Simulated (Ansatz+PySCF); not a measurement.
Results of a calculation; reference values are marked as such.
## PySCF 2.14.0 run

```python
from pyscf import gto, scf

mol = gto.M(atom="""
C 0.000000 0.000000 -3.349450
S 0.000000 0.000000 1.256040
""", basis='6-31g', charge=0, spin=0)
mf = scf.RHF(mol)
mf.init_guess = '1e'
mf.kernel()
while True:  # follow internal instabilities
    mo, _, stable, _ = mf.stability(return_status=True)
    if stable: break
    mf.kernel(mf.make_rdm1(mo, mf.mo_occ))
print(mf.converged, mf.e_tot, mf.spin_square()[0])
```

The script is written out from the run's settings.

Results

* Converged: yes
* Total energy: -434.98163 hartree
* Spin squared of the determinant: 0.000

Caution: an unrestricted determinant lies well below.
